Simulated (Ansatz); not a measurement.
in.yaml

```yaml
crystal:
  periodic: [false, false, false]
  atoms:
    - {symbol: Sn, position_ang: [-0.009295, 0.000000, 0.000000]}
    - {symbol: H, position_ang: [0.547372, 0.000000, -1.558997]}
    - {symbol: H, position_ang: [0.547372, 0.000000, 1.558997]}
basis:
  gaussian: {orbitals: def2-SVP}
total_charge: 1
magnetization: {spin_polarized: false, initial_magnetization: 1}
correlation: {method: ccsdt_q, electrons: outside_noble_gas}
```

```sh
$ ansatz run in.yaml --threads 1 --pin off --events-out ev --progress --plain --max-ram 2393MiB
```

Output:

```
763 factors; integrals over basis functions are off by at most 1.9e-7 eV
mean field evaluation 1: about -5827.7319 eV, gradient 6.5e0 eV
mean field evaluation 2: about -5827.7370 eV, gradient 6.5e0 eV
mean field evaluation 4: about -5828.1136 eV, gradient 3.9e-1 eV
mean field evaluation 8: about -5828.1150 eV, gradient 1.4e-4 eV
mean field evaluation 16: about -5828.1065 eV, gradient 3.9e-1 eV
mean field evaluation 32: about -5826.6827 eV, gradient 3.8e-3 eV
mean field -5828.11495908 eV, -214.1792743081 hartree, gradient 6.6e-7 eV, S^2 0.750000; 3 other end points of the search recorded, 0 dependent functions left out
determinant -5828.11495908 eV, -214.1792743081 hartree, with singles and doubles -5830.14218646 eV, -214.2537735401 hartree
determinant -5826.68266163 eV, -214.1266383474 hartree, with singles and doubles -5828.94051682 eV, -214.2096129955 hartree
9 core orbitals not correlated: weight in the atoms' cores, before any rotation towards them, 0.999 or more for the frozen orbitals, at most 0.001 for the correlated occupied ones
reference -5828.11495908 eV, -214.1792743081 hartree; 3, 2 occupied and 24, 25 virtual orbitals, 763 factors
second order -1.48771668 eV of doubles, -0.02251051 eV of singles
cycle   1  -1.85441896 eV  change   -3.4e-1 eV  update   5.2e-2
cycle   2  -2.04704490 eV  change   -1.9e-1 eV  update   2.4e-2
cycle   3  -2.06251284 eV  change   -1.5e-2 eV  update   7.5e-3
cycle   4  -2.06622267 eV  change   -3.7e-3 eV  update   2.8e-3
cycle   5  -2.06555627 eV  change    6.7e-4 eV  update   1.1e-3
cycle   6  -2.06546532 eV  change    9.1e-5 eV  update   4.1e-4
cycle   7  -2.06567395 eV  change   -2.1e-4 eV  update   1.7e-4
cycle   8  -2.06565230 eV  change    2.2e-5 eV  update   7.4e-5
cycle   9  -2.06561337 eV  change    3.9e-5 eV  update   2.6e-5
cycle  10  -2.06562762 eV  change   -1.4e-5 eV  update   8.4e-6
cycle  11  -2.06562801 eV  change   -3.9e-7 eV  update   2.7e-6
cycle  12  -2.06562789 eV  change    1.2e-7 eV  update   1.1e-6
cycle  13  -2.06562697 eV  change    9.1e-7 eV  update   3.4e-7
cycle  14  -2.06562696 eV  change    1.3e-8 eV  update   1.1e-7
perturbative correction -0.00048956 eV, -0.0000179909 hartree
Total energy: -5830.18107560 eV, -214.2552026897 hartree
```

For the same geometry and basis full CI lies 0.9 meV higher.

Ran on 1 thread of AMD EPYC, shared host: 5.5 s wall, 0.13 GiB peak host memory.
